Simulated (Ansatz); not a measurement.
`FB[SiH3]` + HCl → `[SiH3]BCl` + H–F at 400 K and 1 bar (ligand exchange at a B–F bond).

Computed with Ansatz on PBE0-D4/def2-TZVP structures; ΔE is electronic, products minus reactants. CCSD(T)/CBS adds triple-zeta CCSD(T) − MP2 to the extrapolated MP2 energy (def2 sets, frozen cores). This one scheme is used for every species.

| species | CCSD(T)/CBS energy (Eh) | H − E (kJ/mol) | S (J/(mol·K)) |
| --- | --- | --- | --- |
| `FB[SiH3]` | -416.08982 | 126.4 | 321.1 |
| HCl | -460.38127 | 29.6 | 195.4 |
| `[SiH3]BCl` | -776.06195 | 123.7 | 335.4 |
| H–F | -100.39570 | 36.5 | 182.2 |

H − E and S are ideal-gas, rigid-rotor, harmonic terms from PBE0-D4/def2-TZVP, for one conformer and one mirror image of each species. 1 Eh = 2625.50 kJ/mol, R = 8.31446 J/(mol·K).

Problem. By hand: ΔE, ΔH, ΔS and ΔG.

Solution. ΔE = (-776.06195) + (-100.39570) − (-416.08982) − (-460.38127) = 0.01344 Eh = 35.3 kJ/mol. Δ(H − E) = 123.7 + 36.5 − 126.4 − 29.6 = 4.2, so ΔH = 39.5 kJ/mol. ΔS = 335.4 + 182.2 − 321.1 − 195.4 = 1.1 J/(mol·K). ΔG = 39.5 − 400 × (1.1)/1000 = 39.1 kJ/mol.

Problem. By hand: the equilibrium constant, and the temperature at which ΔG would vanish if ΔH and ΔS stayed fixed.

Solution. log₁₀ K = −ΔG/(RT ln 10) = -5.1. ΔG = 0 at ΔH/ΔS = 35909 K, far beyond where these terms or the molecules hold.

The number of gas molecules stays the same, so ΔS is small and ΔH decides. A doubt of 5 kJ/mol in ΔE shifts log₁₀ K by 0.7 here. Other conformers and mirror images would add mixing entropy, several J/(mol·K) or more a flexible species. Modes under 60 cm⁻¹, often nearly free rotors, make the harmonic entropy too high. These are equilibria of isolated gas molecules and say nothing of rates. Largest T1 diagnostic: 0.014 (customary marks: 0.02 for closed shells, 0.045 for open ones).
